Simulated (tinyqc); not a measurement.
UHF in the sto-6g basis, for BH2, spin multiplicity 2, step by step. One step of it, computed by the program tinyqc.

Task: Iteration 2: building the Fock matrix. J_ij = sum D_kl (ij|kl) with D = D(alpha) + D(beta), K_ij = sum D_kl (ik|jl) for each spin; F = H + J - K(s); E = tr D H + tr D J / 2 - 0.5 sum_s tr D(s) K(s) + E_nn.

D(alpha) after iteration 1, lower triangle:
```
            1B 1s      1B 2s    1B 2px     1B 2py    1B 2pz      2H 1s     3H 1s
1B 1s    1.044349
1B 2s   -0.144629   0.529693
1B 2px   0.000000   0.000000  0.000000
1B 2py   0.000000   0.000000  0.000000   0.273779
1B 2pz   0.078688  -0.336961  0.000000   0.000000  0.804635
2H 1s   -0.070847   0.155866  0.000000   0.224759  0.145617   0.332395
3H 1s   -0.070847   0.155866  0.000000  -0.224759  0.145617  -0.036637  0.332395
```

D(beta) after iteration 1, lower triangle:
```
            1B 1s     1B 2s    1B 2px     1B 2py    1B 2pz      2H 1s     3H 1s
1B 1s    1.026037
1B 2s   -0.073442  0.252507
1B 2px   0.000000  0.000000  0.000000
1B 2py   0.000000  0.000000  0.000000   0.248652
1B 2pz  -0.033558  0.090972  0.000000   0.000000  0.032825
2H 1s   -0.082270  0.197432  0.000000   0.222933  0.071305   0.354858
3H 1s   -0.082270  0.197432  0.000000  -0.222933  0.071305  -0.044891  0.354858
```

core Hamiltonian H = T + V (hartree), lower triangle:
```
             1B 1s      1B 2s     1B 2px     1B 2py     1B 2pz      2H 1s      3H 1s
1B 1s   -13.300731
1B 2s    -3.304882  -4.206420
1B 2px    0.000000   0.000000  -3.380241
1B 2py    0.000000   0.000000   0.000000  -3.567861
1B 2pz   -0.015001  -0.127013   0.000000   0.000000  -3.419102
2H 1s    -0.784111  -1.743241   0.000000  -1.450196  -0.682284  -2.821377
3H 1s    -0.784111  -1.743241   0.000000   1.450196  -0.682284  -0.327320  -2.821377
```

Two-electron integrals (ij|kl) in chemists' order, unique and non-zero (hartree):
```
(11|11) 2.924993    (21|11) 0.480756    (21|21) 0.099484    (22|11) 0.743449
(22|21) 0.188967    (22|22) 0.544922    (31|31) 0.021096    (32|31) 0.030854
(32|32) 0.120443    (33|11) 0.743450    (33|21) 0.188967    (33|22) 0.544922
(33|33) 0.587109    (41|41) 0.021096    (42|41) 0.030854    (42|42) 0.120443
(43|43) 0.031641    (44|11) 0.743450    (44|21) 0.188967    (44|22) 0.544922
(44|33) 0.523827    (44|44) 0.587109    (51|51) 0.021096    (52|51) 0.030854
(52|52) 0.120443    (53|53) 0.031641    (54|54) 0.031641    (55|11) 0.743450
(55|21) 0.188967    (55|22) 0.544922    (55|33) 0.523827    (55|44) 0.523827
(55|55) 0.587109    (61|11) 0.117434    (61|21) 0.023523    (61|22) 0.044246
(61|33) 0.044004    (61|41) 0.001681    (61|42) 0.003190    (61|44) 0.044604
(61|51) 0.000765    (61|52) 0.001452    (61|54) 0.000273    (61|55) 0.044128
(61|61) 0.005771    (62|11) 0.266739    (62|21) 0.068863    (62|22) 0.216771
(62|33) 0.210763    (62|41) 0.007334    (62|42) 0.042270    (62|44) 0.225693
(62|51) 0.003338    (62|52) 0.019238    (62|54) 0.006794    (62|55) 0.213856
(62|61) 0.017255    (62|62) 0.117035    (63|31) 0.007416    (63|32) 0.033193
(63|43) 0.008021    (63|53) 0.003651    (63|63) 0.013257    (64|11) 0.224307
(64|21) 0.058758    (64|22) 0.194834    (64|33) 0.184552    (64|41) 0.012788
(64|42) 0.067861    (64|44) 0.212858    (64|51) 0.002445    (64|52) 0.015778
(64|54) 0.009232    (64|55) 0.187092    (64|61) 0.015517    (64|62) 0.123255
(64|64) 0.140349    (65|11) 0.102085    (65|21) 0.026741    (65|22) 0.088671
(65|33) 0.083992    (65|41) 0.002445    (65|42) 0.015778    (65|44) 0.089573
(65|51) 0.008528    (65|52) 0.040373    (65|54) 0.010561    (65|55) 0.092449
(65|61) 0.007062    (65|62) 0.056095    (65|64) 0.057841    (65|65) 0.039581
(66|11) 0.422469    (66|21) 0.111398    (66|22) 0.394568    (66|33) 0.371106
(66|41) 0.014819    (66|42) 0.111357    (66|44) 0.429415    (66|51) 0.006744
(66|52) 0.050680    (66|54) 0.026537    (66|55) 0.383184    (66|61) 0.028654
(66|62) 0.269057    (66|64) 0.308631    (66|65) 0.140461    (66|66) 0.774999
(71|11) 0.117434    (71|21) 0.023523    (71|22) 0.044246    (71|33) 0.044004
(71|41) -0.001681   (71|42) -0.003190   (71|44) 0.044604    (71|51) 0.000765
(71|52) 0.001452    (71|54) -0.000273   (71|55) 0.044128    (71|61) 0.005476
(71|62) 0.015508    (71|64) 0.012565    (71|65) 0.006356    (71|66) 0.024831
(71|71) 0.005771    (72|11) 0.266739    (72|21) 0.068863    (72|22) 0.216771
(72|33) 0.210763    (72|41) -0.007334   (72|42) -0.042270   (72|44) 0.225693
(72|51) 0.003338    (72|52) 0.019238    (72|54) -0.006794   (72|55) 0.213856
(72|61) 0.015508    (72|62) 0.076118    (72|64) 0.059588    (72|65) 0.035592
(72|66) 0.133053    (72|71) 0.017255    (72|72) 0.117035    (73|31) 0.007416
(73|32) 0.033193    (73|43) -0.008021   (73|53) 0.003651    (73|63) 0.007754
(73|73) 0.013257    (74|11) -0.224307   (74|21) -0.058758   (74|22) -0.194834
(74|33) -0.184552   (74|41) 0.012788    (74|42) 0.067861    (74|44) -0.212858
(74|51) -0.002445   (74|52) -0.015778   (74|54) 0.009232    (74|55) -0.187092
(74|61) -0.012565   (74|62) -0.059588   (74|64) -0.040470   (74|65) -0.027358
(74|66) -0.099020   (74|71) -0.015517   (74|72) -0.123255   (74|74) 0.140349
(75|11) 0.102085    (75|21) 0.026741    (75|22) 0.088671    (75|33) 0.083992
(75|41) -0.002445   (75|42) -0.015778   (75|44) 0.089573    (75|51) 0.008528
(75|52) 0.040373    (75|54) -0.010561   (75|55) 0.092449    (75|61) 0.006356
(75|62) 0.035592    (75|64) 0.027358    (75|65) 0.024018    (75|66) 0.065023
(75|71) 0.007062    (75|72) 0.056095    (75|74) -0.057841   (75|75) 0.039581
(76|11) 0.046618    (76|21) 0.011983    (76|22) 0.037679    (76|33) 0.036743
(76|44) 0.038181    (76|51) 0.001008    (76|52) 0.005706    (76|55) 0.038111
(76|61) 0.002867    (76|62) 0.016920    (76|64) 0.015629    (76|65) 0.008843
(76|66) 0.034711    (76|71) 0.002867    (76|72) 0.016920    (76|74) -0.015629
(76|75) 0.008843    (76|76) 0.003069    (77|11) 0.422469    (77|21) 0.111398
(77|22) 0.394568    (77|33) 0.371106    (77|41) -0.014819   (77|42) -0.111357
(77|44) 0.429415    (77|51) 0.006744    (77|52) 0.050680    (77|54) -0.026537
(77|55) 0.383184    (77|61) 0.024831    (77|62) 0.133053    (77|64) 0.099020
(77|65) 0.065023    (77|66) 0.234858    (77|71) 0.028654    (77|72) 0.269057
(77|74) -0.308631   (77|75) 0.140461    (77|76) 0.034711    (77|77) 0.774999
```

nuclear repulsion = 4.51645660 hartree

Give: Coulomb J; exchange K(alpha); exchange K(beta); F(alpha); F(beta); total energy of this density.

Result:

Coulomb J (hartree), lower triangle:
```
         1B 1s   1B 2s  1B 2px   1B 2py  1B 2pz   2H 1s   3H 1s
1B 1s   8.8071
1B 2s   1.7192  3.8654
1B 2px  0.0000  0.0000  3.7738
1B 2py  0.0000  0.0000  0.0000   3.9630
1B 2pz  0.0119  0.1018  0.0000   0.0000  3.8593
2H 1s   0.4141  1.5832  0.0000   1.4486  0.6785  3.0659
3H 1s   0.4141  1.5832  0.0000  -1.4486  0.6785  0.2749  3.0659
```

exchange K(alpha) (hartree), lower triangle:
```
         1B 1s    1B 2s  1B 2px   1B 2py  1B 2pz   2H 1s   3H 1s
1B 1s   2.9779
1B 2s   0.5241   0.7048
1B 2px  0.0000   0.0000  0.1472
1B 2py  0.0000   0.0000  0.0000   0.5948
1B 2pz  0.0011  -0.0587  0.0000   0.0000  0.6686
2H 1s   0.1323   0.3768  0.0000   0.3454  0.1576  0.6126
3H 1s   0.1323   0.3768  0.0000  -0.3454  0.1576  0.0680  0.6126
```

exchange K(beta) (hartree), lower triangle:
```
         1B 1s   1B 2s  1B 2px   1B 2py  1B 2pz   2H 1s   3H 1s
1B 1s   2.9468
1B 2s   0.5009  0.5138
1B 2px  0.0000  0.0000  0.0971
1B 2py  0.0000  0.0000  0.0000   0.5396
1B 2pz  0.0017  0.1737  0.0000   0.0000  0.1655
2H 1s   0.1260  0.3526  0.0000   0.3393  0.1564  0.6115
3H 1s   0.1260  0.3526  0.0000  -0.3393  0.1564  0.0613  0.6115
```

F(alpha) (hartree), lower triangle:
```
          1B 1s    1B 2s  1B 2px   1B 2py   1B 2pz    2H 1s    3H 1s
1B 1s   -7.4715
1B 2s   -2.1098  -1.0459
1B 2px   0.0000   0.0000  0.2463
1B 2py   0.0000   0.0000  0.0000  -0.1997
1B 2pz  -0.0042   0.0335  0.0000   0.0000  -0.2284
2H 1s   -0.5024  -0.5369  0.0000  -0.3470  -0.1614  -0.3680
3H 1s   -0.5024  -0.5369  0.0000   0.3470  -0.1614  -0.1204  -0.3680
```

F(beta) (hartree), lower triangle:
```
          1B 1s    1B 2s  1B 2px   1B 2py   1B 2pz    2H 1s    3H 1s
1B 1s   -7.4405
1B 2s   -2.0865  -0.8548
1B 2px   0.0000   0.0000  0.2964
1B 2py   0.0000   0.0000  0.0000  -0.1445
1B 2pz  -0.0049  -0.1989  0.0000   0.0000   0.2747
2H 1s   -0.4961  -0.5127  0.0000  -0.3409  -0.1602  -0.3670
3H 1s   -0.4961  -0.5127  0.0000   0.3409  -0.1602  -0.1137  -0.3670
```

total energy of this density = -25.653513 hartree
